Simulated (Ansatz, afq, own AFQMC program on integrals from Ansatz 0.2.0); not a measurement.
**Where AFQMC and coupled cluster stand for BSiH$_{4}$, doublet**

```yaml
atoms:
  - { symbol: Si, position_ang: [0.0000, 0.0000, 0.6173] }
  - { symbol: B, position_ang: [0.0000, 0.0000, -1.4887] }
  - { symbol: H, position_ang: [0.0000, 1.2187, 1.4642] }
  - { symbol: H, position_ang: [0.0000, -1.2187, 1.4642] }
  - { symbol: H, position_ang: [0.0000, 1.0370, -2.0808] }
  - { symbol: H, position_ang: [0.0000, -1.0370, -2.0808] }
```

Connectivity, by distances: SiH2–BH2.

Basis 6-31G. Noble-gas cores (and the filled d shells of Ga–Kr and In–Xe) are frozen. AFQMC by an in-house program on the Cholesky factors that Ansatz 0.2.0 writes for its CCSD(T) run. ph-AFQMC/CISD is guided by a CISD state made of CCSD amplitudes; releasing the constraint for a short imaginary time cuts its bias at the price of noise, slowly where states lie close. Uncertainties: one standard error, sampling alone.

Determinant: UHF, the one that the program's search chose, which needn't be the lowest solution. The geometry is a point of a scan.

No full CI on the walks' own integrals is used here; CCSDT(Q) serves as the reference and is uncertain by about the last step of the cluster series.

Cautions: the released energies are still falling, so no released level is given (meV from the phaseless value at times in 1/Eh: 10 ± 6 at 0.24, 9 ± 5 at 0.51, 5 ± 4 at 0.99, 3 ± 6 at 1.62, -7 ± 6 at 2.40), though the last usable value meets CCSDT(Q) within the noise.

* T1 diagnostic: 0.0204
* weight of the determinant in the CISD state: 0.906
* ⟨S²⟩ of the determinant: 0.763
* size of the correlated space: 11 electrons in 24 orbitals

| level | correlation energy (eV) |
| --- | --- |
| MP2 | -2.6598 |
| CCSD | -3.5162 |
| CCSD(T) | -3.5876 |

**Question.** Estimate where phaseless AFQMC with a CISD trial lies against CCSD(T) on the same integrals.

**Answer.** 2.2 ± 0.6 kJ/mol below CCSD(T).

Reference: CCSDT(Q), correlation energy -3.612 eV.

| level | E − E(reference) (kJ/mol) | share of correlation (%) |
| --- | --- | --- |
| CCSD(T) | 2.3 | 99.33 |
| CCSDT | 0.2 | 99.94 |
| ph-AFQMC/CISD | 0.2 ± 0.6 | 99.95 |

A walk keeps the symmetry of its determinant, which the program's search chose and which needn't be the lowest solution, so a lower state of the same spin and another symmetry isn't excluded.
